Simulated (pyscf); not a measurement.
Thermochemistry of product channels of O=Cr(=O)=O + H₂S on the singlet surface, in kcal/mol, from ωB97M-D3(BJ)/def2-TZVP energies (ideal gas, 1 atm, RRHO with modes under 100 cm⁻¹ raised to 100, one conformer, R ln 2 for chiral ones without a mode under 150 cm⁻¹). Single points on ωB97X-D3(BJ)/def2-SVP structures (PySCF, gas phase).

```tsv
products	ΔE	ΔH(298 K)	ΔG(900 K)	ΔG(1200 K)
O=CrH(=O)–O–SH	-15.5	-14.4	+14.6	+23.5
O=Cr(=O)(OH)–SH	-60.3	-57.4	-28.2	-19.3
```

The channel to O=CrH(=O)–O–SH turns unfavourable between 298 and 1200 K (ΔG from -4.5 kcal/mol to +23.5 kcal/mol).

These are energies of the channels, which say nothing of barriers.
